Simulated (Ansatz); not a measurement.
A made-up structure of MgSiH$_{3}$ (charge +1), singlet:

```
5
angstrom
Mg -0.3708 0.8419 -0.5488
Si 0.5765 -1.3149 0.8569
H 1.0694 -2.4301 1.5847
H -1.8120 0.9203 -1.4842
H 0.3552 2.3958 -0.6780
```

It is relaxed with PBE-D4/def2-SVP and then PBE0-D4/def2-TZVP (Ansatz 0.2.0). Atoms count as bonded within 1.22 times the sum of their covalent radii (H–H: 0.88 Å). The end point is not checked to be a true minimum.

Problem. Does its bonding change? (Judge from chemistry; the calculation decides.)

Solution. Computed: Yes. Formed: Mg1–H3, Si2–H4, Si2–H5; broken: none.

Where it ends: The first stage lowers the energy by 4.66 eV in 27 steps. It ends as MgSiH₃ ([H]1[Mg]23[H][Si]12[H]3), total charge +1:
Mg1  (0.179, 0.745, -1.271)
Si2  (-0.195, -0.407, 0.846)
H3  (0.788, -0.889, -0.297)
H4  (-1.306, -0.105, -0.240)
H5  (0.353, 1.069, 0.693)
(Å)

Labels in which every atom is bracketed show which atoms are joined, not bond orders.

For scale, one of the runs: PBE0-D4/def2-TZVP relaxation, 87 basis functions, launched by `ansatz run in.yaml --threads 2 --pin off --events-out ev --progress --plain --max-ram 4352MiB`. Hardware: 2 CPU threads of an Arm Neoverse V1, shared host. Wall time about 6 s.
